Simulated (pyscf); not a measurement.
A first-order saddle from PySCF, ωB97X-D3(BJ)/def2-SVP:

```
In
H 1 1.6976
H 1 1.9321 2 112.49
As 3 2.0040 1 78.71 2 -174.80
H 4 1.5269 3 74.09 1 108.09
```
Charge 0, spin multiplicity 2.

Surface: doublet, charge 0. Lowest wavenumbers (cm⁻¹): 1405i, 232, 356, 396, 529.

### Question
Which two sides does it connect, and which bonds change?

### Answer
`[AsH2][InH]` [doublet] ⇌ `[AsH][InH2]` [doublet], a hydrogen shift read from left to right: As–H broken and H–In formed. At CCSD(T)/def2-TZVPP + ΔMP2(QZVPP) it lies +1.58 eV from the left side and +1.29 eV from the right (each side as separated species at their lowest minima found). The same reactants have a lower exit, to [HAs=In]• + H₂ (barrier +1.21 eV at ωB97M-D3(BJ), against +1.67 eV here). One saddle was located; it need not be the lowest between these sides. The CCSD(T) − MP2 part came from Ansatz, without density fitting, on the same reference. The frozen core leaves the outer d or s,p core shells of the metals and heavy elements correlated in the MP2 and CC values, and def2-TZVPP describes them poorly, which can shift differences by a few kcal/mol. Elements up to Kr have no core potential and no relativistic terms here. Elements past Kr carry the def2 core potentials, without spin-orbit coupling.
